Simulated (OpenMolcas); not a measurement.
**BH2ClO (SMILES OBCl): the energy, rung by rung**

BH2ClO: 5 atoms, total charge 0, spin state singlet. As SMILES, `OBCl`. Geometry: relaxed at PBE0-D4/def2-TZVP. This is one conformer, not always the lowest.

```xyz
5

O    -0.8633   -0.6186   -0.0029
B     0.3790   -0.1372    0.1379
Cl    0.7886    1.4960   -0.3953
H    -1.4777    0.0012   -0.4097
H     1.2233   -0.8151    0.6286
```

Each level gives the energy change with the B2–H5 bond stretched from 1.189 to 1.783 Å (eV). The values are calculated.

```json
{"level": "HF/def2-SVPD (restricted)", "kind": "Hartree–Fock", "program": "OpenMolcas", "value (eV)": "2.09", "less CCSD(T)/def2-SVPD": "+0.25", "CPU time (all runs)": "12 s"}
{"level": "SVWN5/def2-SVPD (restricted)", "kind": "LDA", "program": "OpenMolcas", "value (eV)": "1.69", "less CCSD(T)/def2-SVPD": "-0.15", "CPU time (all runs)": "28 s"}
{"level": "BLYP/def2-SVPD (restricted)", "kind": "GGA", "program": "OpenMolcas", "value (eV)": "1.71", "less CCSD(T)/def2-SVPD": "-0.13", "CPU time (all runs)": "42 s"}
{"level": "M06-L/def2-SVPD (restricted)", "kind": "meta-GGA", "program": "OpenMolcas", "value (eV)": "1.91", "less CCSD(T)/def2-SVPD": "+0.07", "CPU time (all runs)": "57 s"}
{"level": "TPSS/def2-SVPD (restricted)", "kind": "meta-GGA", "program": "OpenMolcas", "value (eV)": "1.84", "less CCSD(T)/def2-SVPD": "0.00", "CPU time (all runs)": "60 s"}
{"level": "B3LYP/def2-SVPD (restricted)", "kind": "global hybrid", "program": "OpenMolcas", "value (eV)": "1.84", "less CCSD(T)/def2-SVPD": "0.00", "CPU time (all runs)": "42 s"}
{"level": "M06-2X/def2-SVPD (restricted)", "kind": "hybrid meta-GGA", "program": "OpenMolcas", "value (eV)": "1.94", "less CCSD(T)/def2-SVPD": "+0.10", "CPU time (all runs)": "59 s"}
{"level": "B2PLYP/def2-SVPD (restricted)", "kind": "double hybrid", "program": "OpenMolcas", "value (eV)": "1.90", "less CCSD(T)/def2-SVPD": "+0.06", "CPU time (all runs)": "35 s"}
{"level": "MP2/def2-SVPD (restricted)", "kind": "perturbation theory", "program": "OpenMolcas", "value (eV)": "1.96", "less CCSD(T)/def2-SVPD": "+0.12", "CPU time (all runs)": "11 s"}
{"level": "CCSD(T)/def2-SVPD (restricted)", "kind": "coupled cluster or CI", "program": "OpenMolcas", "value (eV)": "1.84", "less CCSD(T)/def2-SVPD": "0.00", "CPU time (all runs)": "64 s"}
```

CCSD(T)/def2-SVPD (restricted) is the highest level here, not the true value. The first shape isn't each level's own minimum. The values span 1.69 to 2.09 eV. Times are those of the runs behind each value, whatever else they computed, on shared processors of several kinds: orders of magnitude only.
